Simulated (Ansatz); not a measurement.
A nudged elastic band was laid between two geometries of C$_{3}$H$_{7}$NO$_{2}$ (13 atoms, charge 0, multiplicity 1).

Method: Ansatz 0.2.0, RKS PBE0/def2-SVP.

* movable images: 7
* climbing image: yes
* spring: 5.0 eV/Å²
* optimiser: quadratic models (default)
* start path: through a guess of the saddle point
* force threshold: 0.05 eV/Å
* iteration limit: 60
* end points: relaxed

Initial state:

```xyz
13
Properties=species:S:1:pos:R:3
N -0.658 0.670 1.243
C -0.935 -0.128 0.293
O -2.099 -0.773 0.102
C 0.057 -0.430 -0.790
C 1.488 -0.058 -0.413
O 1.641 1.298 -0.144
H -1.423 0.799 1.910
H -2.730 -0.519 0.789
H -0.255 0.134 -1.686
H -0.026 -1.498 -1.049
H 2.151 -0.314 -1.256
H 1.801 -0.693 0.442
H 1.007 1.476 0.573
```

Final state:

```xyz
13
Properties=species:S:1:pos:R:3
N -1.151 0.988 0.374
C -0.952 -0.364 0.147
O -2.047 -1.125 0.355
C 0.229 -0.918 -0.203
C 1.403 -0.092 -0.631
O 1.717 0.976 0.255
H -1.915 1.401 -0.154
H -2.602 -0.660 0.995
H -0.285 1.524 0.320
H 0.298 -2.007 -0.192
H 1.221 0.404 -1.602
H 2.280 -0.748 -0.781
H 1.823 0.586 1.132
```

What changes between the two ends?

Bonds broken: C4–H9. Bonds formed: N1–H9.

What energy profile does the band end with?

The run converged. The highest image is number 3 of 0 to 8, 3.15 eV above the first end and 2.66 eV above the last; the last end lies 0.49 eV above the first. The profile has 2 maxima (images 3, 7) with wells between them (image 6): this band takes more than one step, which may be the mechanism or a detour left from its start path. Neighbouring images differ by up to 2.8 eV, so the band resolves the path poorly. A vibrational analysis at the climbing image gives one clearly imaginary mode, 1925i cm⁻¹: a first-order saddle point. The orbitals stay closed-shell, which can raise the energy where a bond breaks towards radicals; this wasn't checked here.

```json
{"image": "0", "path coordinate (Å)": "0.00", "energy (eV)": "0.00", "C4–H9 (Å)": "1.10", "N1–H9 (Å)": "3.01"}
{"image": "1", "path coordinate (Å)": "1.02", "energy (eV)": "0.04", "C4–H9 (Å)": "1.10", "N1–H9 (Å)": "2.78"}
{"image": "2", "path coordinate (Å)": "2.04", "energy (eV)": "0.38", "C4–H9 (Å)": "1.10", "N1–H9 (Å)": "2.25"}
{"image": "3", "path coordinate (Å)": "3.05", "energy (eV)": "3.15", "C4–H9 (Å)": "1.54", "N1–H9 (Å)": "1.27"}
{"image": "4", "path coordinate (Å)": "4.08", "energy (eV)": "1.19", "C4–H9 (Å)": "2.38", "N1–H9 (Å)": "1.02"}
{"image": "5", "path coordinate (Å)": "5.11", "energy (eV)": "0.63", "C4–H9 (Å)": "2.57", "N1–H9 (Å)": "1.02"}
{"image": "6", "path coordinate (Å)": "6.14", "energy (eV)": "0.53", "C4–H9 (Å)": "2.55", "N1–H9 (Å)": "1.02"}
{"image": "7", "path coordinate (Å)": "7.17", "energy (eV)": "0.63", "C4–H9 (Å)": "2.58", "N1–H9 (Å)": "1.02"}
{"image": "8", "path coordinate (Å)": "8.20", "energy (eV)": "0.49", "C4–H9 (Å)": "2.55", "N1–H9 (Å)": "1.02"}
```

What is the geometry of the highest image?


```xyz
13
Properties=species:S:1:pos:R:3
N -1.191 1.007 0.370
C -0.987 -0.286 0.160
O -1.671 -1.272 0.725
C 0.014 -0.413 -0.849
C 1.478 -0.198 -0.461
O 1.782 1.034 0.137
H -1.533 1.364 1.271
H -2.466 -0.930 1.156
H -0.430 1.053 -0.646
H -0.101 -1.258 -1.541
H 2.066 -0.243 -1.391
H 1.846 -1.032 0.177
H 1.214 1.139 0.907
```

The band took 57 iterations and about 30 core-minutes.

The run took 17 min on 2 threads of Arm Neoverse V2, with other jobs on the host, peak memory 0.28 GiB.
